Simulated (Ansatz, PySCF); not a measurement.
hydrogen cyanide (CHN), SMILES C#N. Atoms are numbered in the order given.

```xyz
3

C      0.0000     0.0000    -0.4922
N      0.0000     0.0000     0.6533
H      0.0000     0.0000    -1.5618
```

The structure is a stationary point at ωB97X-D3(BJ)/def2-TZVPD.

Two levels are set side by side: PBE-D3(BJ)/def2-TZVPD (Ansatz, an electronic-structure program) and ωB97X-D3(BJ)/def2-TZVPD (PySCF). Each level has its own optimised geometry; the coordinates shown are those of the second. Frequencies come from the Hessian of PySCF at each geometry. Differences are taken from unrounded values.

```tsv
quantity	ωB97X-D3(BJ)
mean bond length (Å)	1.108
bond C1–N2 (Å)	1.146
bond C1–H3 (Å)	1.070
highest harmonic wavenumber (cm⁻¹)	3460
mean harmonic wavenumber (cm⁻¹)	1815
zero-point energy (kcal/mol)	10.38
```

Task: What does PBE-D3(BJ) give, and how far is it from ωB97X-D3(BJ)? (An estimate is asked for; the answer gives what the named calculation found.)

Result: 
```json
[
 {"quantity": "mean bond length (Å)", "PBE-D3(BJ)": "1.117", "PBE-D3(BJ) minus ωB97X-D3(BJ)": "0.010"},
 {"quantity": "bond C1–N2 (Å)", "PBE-D3(BJ)": "1.158", "PBE-D3(BJ) minus ωB97X-D3(BJ)": "0.013"},
 {"quantity": "bond C1–H3 (Å)", "PBE-D3(BJ)": "1.076", "PBE-D3(BJ) minus ωB97X-D3(BJ)": "0.006"},
 {"quantity": "highest harmonic wavenumber (cm⁻¹)", "PBE-D3(BJ)": "3362", "PBE-D3(BJ) minus ωB97X-D3(BJ)": "-98"},
 {"quantity": "mean harmonic wavenumber (cm⁻¹)", "PBE-D3(BJ)": "1733", "PBE-D3(BJ) minus ωB97X-D3(BJ)": "-82"},
 {"quantity": "zero-point energy (kcal/mol)", "PBE-D3(BJ)": "9.91", "PBE-D3(BJ) minus ωB97X-D3(BJ)": "-0.47"}
]
```

Exact exchange shortens and stiffens bonds; PBE has none. Differences between two approximate levels are no errors against the true value.
